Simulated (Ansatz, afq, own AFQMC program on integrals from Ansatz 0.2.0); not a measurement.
**CH₂Al, quartet → CH₂Al⁺, quintet**

```xyz
4

Al    0.0000   -0.0744    0.6134
C     0.0000    0.0101   -1.3080
H     0.0000    1.3217    1.4205
H     0.0000    0.5490   -2.2537
```

Connectivity, by distances: AlH–CH.

E(quintet, charge +1) − E(quartet, charge +0) at this geometry, on UHF and UHF determinants.

Basis cc-pVDZ. Only valence electrons are correlated. AFQMC by an in-house program on the Cholesky factors that Ansatz 0.2.0 writes for its CCSD(T) run. ph-AFQMC/CISD is guided by a CISD state made of CCSD amplitudes; releasing the constraint for a short imaginary time cuts its bias at the price of noise, slowly where states lie close. Free AFQMC starts from the CCSD state and is never constrained. Its projection time is finite, and what remains of the start isn't in its error. ± is one standard error of the sampling. The errors of all members are added in quadrature.

No full CI on the walks' own integrals is used here; CCSDT(Q) serves as the reference and is uncertain by about the last step of the cluster series. Each member takes its own surest rung, up to full CI.

Errors are counted within cc-pVDZ, not against nature.

Cautions: CH₂Al (quartet): lower spins were not checked, the ph-AFQMC/CISD walk drifts between its halves (2.2 errors); CH₂Al⁺ (quintet): lower spins were not checked, the released energies are still falling, so no released level is given (meV from the phaseless value at times in 1/Eh: 14 ± 7 at 0.24, 19 ± 8 at 0.51, 3 ± 11 at 0.99, 3 ± 10 at 1.62, -11 ± 11 at 2.40), though the last usable value meets CCSDT(Q) within the noise; this needn't be the first ionization; core correlation is missing, and it shifts such a gap most where an s electron is promoted.

Reference (CCSDT(Q)): 1067.8 kJ/mol.

| level | vertical ionization energy (kJ/mol) | error against CCSDT(Q) (kJ/mol) |
| --- | --- | --- |
| HF | 1004.2 | -63.6 |
| MP2 | 1063.8 | -4.0 |
| CCSD | 1071.0 | 3.2 |
| CCSD(T) | 1069.0 | 1.2 |
| CCSDT | 1068.1 | 0.3 |
| ph-AFQMC/HF | 1076.2 ± 4.6 | 8.4 ± 4.6 |
| ph-AFQMC/CISD | 1069.1 ± 1.1 | 1.2 ± 1.1 |
| free AFQMC | 1066.1 ± 1.7 | -1.7 ± 1.7 |

Correlation beyond CCSD(T) takes off 1.2 kJ/mol. The perturbative (T) step is worth −2.0 kJ/mol.

Free projections are given only where their last times agree within the noise and don't stop above the reference; a slow remainder of the start can still hide under it. A walk keeps the symmetry of its determinant, which the program's search chose and which needn't be the lowest solution, so a lower state of the same spin and another symmetry isn't excluded.
